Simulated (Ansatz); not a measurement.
Mulliken charges of `C=C(F)/C=C\F` from B3LYP/def2-TZVPP in Ansatz (PBE0-D4/def2-TZVP geometry).

| atom | x (Å) | y (Å) | z (Å) | charge (e) |
| --- | --- | --- | --- | --- |
| C1 | -0.299 | -1.740 | 0.634 | -0.265 |
| C2 | -0.021 | -0.442 | 0.593 | 0.253 |
| F3 | 0.301 | 0.197 | 1.724 | -0.197 |
| C4 | -0.033 | 0.379 | -0.597 | -0.145 |
| C5 | 0.233 | 1.675 | -0.712 | 0.089 |
| F6 | 0.569 | 2.464 | 0.300 | -0.177 |
| H7 | -0.560 | -2.266 | -0.273 | 0.103 |
| H8 | -0.267 | -2.284 | 1.568 | 0.115 |
| H9 | -0.294 | -0.130 | -1.517 | 0.113 |
| H10 | 0.197 | 2.207 | -1.656 | 0.111 |

Q: By hand: the dipole of these point charges (1 e Å = 4.8032 D).

A: Σ q r = (-0.160, -0.297, -0.591) e Å, of length 0.681 e Å = 3.27 D.

Q: How does the dipole of the full density compare? (An estimate is asked.)

A: The calculation gave: (-0.118, -0.190, -0.475) e Å, 2.52 D; the point charges give 1.30 times that, at 5° from its direction.

Point charges leave out the atoms' own dipoles, such as those of lone pairs, and Mulliken's split depends on the basis, so the two needn't agree.

B3LYP here is the variant with VWN-RPA as its local correlation; programs differ in this.
